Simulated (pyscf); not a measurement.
SnH₂ [singlet] + H₂S → HS–SnH₃, gas phase, singlet surface. Optimised with ωB97X-D3(BJ)/def2-SVP in PySCF. MP2 and CC: frozen core, UHF for open shells. ΔMP2 is the change of the MP2 total energy from the triple- to the quadruple-zeta basis. ΔG in kcal/mol from CCSD(T)/def2-TZVPP + ΔMP2(QZVPP) energies (ideal gas, 1 atm, RRHO with modes under 100 cm⁻¹ raised to 100, one conformer, R ln 2 for chiral ones without a mode under 150 cm⁻¹).

| T (K) | ΔG |
|---|---|
| 298 | -21.7 |
| 600 | -12.1 |
| 900 | ? |
| 1200 | +5.6 |

**Question.** Fit a line to the three values, predict ΔG at 900 K, and estimate where the reaction turns unfavourable at 1 atm of each gas.

**Answer.** Least squares gives ΔG = -30.5 + 30.2 × T/1000 K, so ΔS is about -126 J/(mol K) and ΔH about -30.5 kcal/mol over this range (ΔH at 298 K: -31.4). At 900 K the line gives -3.3; the computed value is -3.1. ΔG = 0 falls near 1010 K; 1 kcal/mol in the energy moves that by 33 K. This is thermodynamics alone and says nothing of the barrier. The CCSD(T) − MP2 part came from Ansatz, without density fitting, on the same reference. The frozen core leaves the outer d or s,p core shells of the metals and heavy elements correlated in the MP2 and CC values, and def2-TZVPP describes them poorly, which can shift differences by a few kcal/mol. Elements past Kr carry the def2 core potentials, without spin-orbit coupling.
